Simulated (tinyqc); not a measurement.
Worked calculation: RKS/LDA (PW92) in the sto-6g basis, for BH, spin multiplicity 1. One step of it, computed by the program tinyqc.

Question. Iteration 1: building the Kohn-Sham matrix. J_ij = sum D_kl (ij|kl); F = H + J + V_xc; E = tr D H + tr D J / 2 + E_xc + E_nn.

D at the start, lower triangle:
```
,1B 1s,1B 2s,1B 2px,1B 2py,1B 2pz,2H 1s
1B 1s,0.806201
1B 2s,-1.192341,1.830071
1B 2px,-0.128547,-0.130293,1.579179
1B 2py,0.168788,-0.180283,-0.227555,1.077345
1B 2pz,0.042934,0.085392,-0.734040,0.081093,0.342009
2H 1s,0.274881,-0.424652,-0.090156,-0.935793,0.057399,1.077812
```

core Hamiltonian H = T + V (hartree), lower triangle:
```
,1B 1s,1B 2s,1B 2px,1B 2py,1B 2pz,2H 1s
1B 1s,-12.684576
1B 2s,-3.141669,-3.615629
1B 2px,0.000000,0.000000,-2.855826
1B 2py,0.000000,0.000000,0.000000,-2.855826
1B 2pz,-0.005695,-0.055265,0.000000,0.000000,-2.883141
2H 1s,-0.080700,-0.335785,0.000000,0.000000,-0.388054,-1.671289
```

Two-electron integrals (ij|kl) in chemists' order, unique and non-zero (hartree):
```
i,j,k,l,(ij|kl)
1,1,1,1,2.924993
2,1,1,1,0.480756
2,1,2,1,0.099484
2,2,1,1,0.743449
2,2,2,1,0.188967
2,2,2,2,0.544922
3,1,3,1,0.021096
3,2,3,1,0.030854
3,2,3,2,0.120443
3,3,1,1,0.743450
3,3,2,1,0.188967
3,3,2,2,0.544922
3,3,3,3,0.587109
4,1,4,1,0.021096
4,2,4,1,0.030854
4,2,4,2,0.120443
4,3,4,3,0.031641
4,4,1,1,0.743450
4,4,2,1,0.188967
4,4,2,2,0.544922
4,4,3,3,0.523827
4,4,4,4,0.587109
5,1,5,1,0.021096
5,2,5,1,0.030854
5,2,5,2,0.120443
5,3,5,3,0.031641
5,4,5,4,0.031641
5,5,1,1,0.743450
5,5,2,1,0.188967
5,5,2,2,0.544922
5,5,3,3,0.523827
5,5,4,4,0.523827
5,5,5,5,0.587109
6,1,1,1,0.012463
6,1,2,1,0.002511
6,1,2,2,0.004771
6,1,3,3,0.004746
6,1,4,4,0.004746
6,1,5,1,0.000200
6,1,5,2,0.000392
6,1,5,5,0.004821
6,1,6,1,0.000066
6,2,1,1,0.051561
6,2,2,1,0.013466
6,2,2,2,0.045683
6,2,3,3,0.044307
6,2,4,4,0.044307
6,2,5,1,0.001477
6,2,5,2,0.010355
6,2,5,5,0.048437
6,2,6,1,0.000366
6,2,6,2,0.007038
6,3,3,1,0.001032
6,3,3,2,0.005412
6,3,5,3,0.001669
6,3,6,3,0.000533
6,4,4,1,0.001032
6,4,4,2,0.005412
6,4,5,4,0.001669
6,4,6,4,0.000533
6,5,1,1,0.058452
6,5,2,1,0.015405
6,5,2,2,0.054420
6,5,3,3,0.051964
6,5,4,4,0.051964
6,5,5,1,0.002401
6,5,5,2,0.016130
6,5,5,5,0.059330
6,5,6,1,0.000430
6,5,6,2,0.009628
6,5,6,5,0.013469
6,6,1,1,0.240044
6,6,2,1,0.063580
6,6,2,2,0.239273
6,6,3,3,0.230717
6,6,4,4,0.230717
6,6,5,1,0.005677
6,6,5,2,0.054151
6,6,5,5,0.256385
6,6,6,1,0.001716
6,6,6,2,0.055815
6,6,6,5,0.081181
6,6,6,6,0.774999
```

nuclear repulsion = 1.20049277 hartree

V_xc (hartree), lower triangle:
```
,1B 1s,1B 2s,1B 2px,1B 2py,1B 2pz,2H 1s
1B 1s,-1.254973
1B 2s,-0.196753,-0.458698
1B 2px,0.006556,0.010605,-0.480651
1B 2py,-0.001385,0.011275,0.009336,-0.463653
1B 2pz,-0.003202,-0.006741,0.029308,0.000392,-0.431768
2H 1s,-0.005277,-0.040440,0.001571,0.000823,-0.050537,-0.418871
```

E_xc = sum of w rho eps_xc = -2.50049456 hartree

Give: Coulomb J; Kohn-Sham matrix F; total energy of this density.

Answer.

Coulomb J (hartree), lower triangle:
```
,1B 1s,1B 2s,1B 2px,1B 2py,1B 2pz,2H 1s
1B 1s,5.030
1B 2s,1.123,3.008
1B 2px,-0.014,-0.040,3.036
1B 2py,-0.006,-0.043,-0.014,3.004
1B 2pz,0.012,0.075,-0.047,0.002,2.983
2H 1s,0.029,0.285,-0.004,-0.002,0.352,1.988
```

Kohn-Sham matrix F (hartree), lower triangle:
```
,1B 1s,1B 2s,1B 2px,1B 2py,1B 2pz,2H 1s
1B 1s,-8.910
1B 2s,-2.215,-1.066
1B 2px,-0.007,-0.030,-0.300
1B 2py,-0.007,-0.032,-0.005,-0.315
1B 2pz,0.003,0.013,-0.017,0.002,-0.332
2H 1s,-0.057,-0.092,-0.003,-0.002,-0.086,-0.102
```

total energy of this density = -11.83232 hartree
